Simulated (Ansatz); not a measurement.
Geometry optimisation, Ansatz, RKS BHLYP-D4/6-31G*.

The input (input.yaml):

```yaml
crystal:
  periodic: [false, false, false]
  atoms:
    - { symbol: Si, position_ang: [0.217904, -0.113786, -0.19176] }
    - { symbol: H, position_ang: [0.35714, -0.101725, 1.265678] }
    - { symbol: H, position_ang: [1.498015, 0.158977, -0.884191] }
    - { symbol: H, position_ang: [-0.699297, 1.009898, -0.517453] }
    - { symbol: "N", position_ang: [-0.292618, -1.684688, -0.67659] }
    - { symbol: H, position_ang: [-1.073126, -2.129695, -0.228163] }
    - { symbol: H, position_ang: [-0.223821, -1.968032, -1.63772] }
    - { symbol: Si, position_ang: [-2.80492, 0.143566, 1.416367] }
    - { symbol: H, position_ang: [-3.113924, -0.63257, 0.198051] }
    - { symbol: H, position_ang: [-3.745828, -0.258581, 2.486737] }
    - { symbol: H, position_ang: [-2.971087, 1.584299, 1.139093] }
    - { symbol: H, position_ang: [-1.428938, -0.137164, 1.832149] }
basis:
  gaussian: { orbitals: "6-31G*" }
hamiltonian:
  xc: { name: BHLYP }
  dispersion: d4
relax:
  f_tol: 0.03
  max_steps: 50
```

Run as:

```bash
$ ansatz run input.yaml --threads 1 --pin off --max-ram 2048MiB --backend cpu --events-out ev --progress --plain --runs-dir out
```

Problem. Where does it end, and by what steps?

Solution. It converged. The force dipped under the threshold on the way, but the program's further checks kept it going. After 46 steps the energy has fallen by 0.327 eV; H7 moved furthest, 1.26 Å.

| step | energy less start (eV) | largest force component (eV/Å) | accepted |
| --- | --- | --- | --- |
| 0 | 0.0000 | 0.564 | yes |
| 2 | -0.2193 | 0.191 | yes |
| 4 | -0.2266 | 0.281 | yes |
| 6 | -0.2405 | 0.035 | yes |
| 8 | -0.2425 | 0.110 | yes |
| 10 | -0.2427 | 0.184 | no |
| 12 | -0.2459 | 0.110 | yes |
| 14 | -0.2473 | 0.019 | yes |
| 16 | -0.2448 | 0.274 | no |
| 18 | -0.2483 | 0.026 | yes |
| 20 | -0.2535 | 0.149 | yes |
| 22 | -0.2614 | 0.228 | yes |
| 24 | -0.2684 | 0.122 | yes |
| 26 | -0.2704 | 0.300 | yes |
| 28 | -0.2720 | 0.233 | yes |
| 30 | -0.2747 | 0.090 | yes |
| 32 | -0.2774 | 0.143 | yes |
| 34 | -0.2912 | 0.142 | yes |
| 36 | -0.2890 | 0.908 | no |
| 38 | -0.3106 | 0.074 | yes |
| 40 | -0.3169 | 0.110 | yes |
| 42 | -0.3224 | 0.112 | yes |
| 44 | -0.3251 | 0.093 | yes |
| 46 | -0.3265 | 0.016 | yes |

```xyz
12
Properties=species:S:1:pos:R:3
Si 0.587 0.057 -0.328
H 0.974 0.132 1.093
H 1.811 -0.245 -1.110
H 0.068 1.354 -0.798
N -0.688 -1.106 -0.463
H -0.552 -2.014 -0.055
H -1.171 -1.194 -1.340
Si -3.040 -0.229 1.424
H -3.603 -1.030 0.322
H -4.160 0.151 2.318
H -2.427 1.012 0.921
H -2.080 -1.018 2.218
```

Whether the end is a true minimum wasn't checked by a vibrational analysis.

Time of the run: 2.6 min on 1 thread of Arm Neoverse V1, with other jobs on the host, peak memory 0.14 GiB.
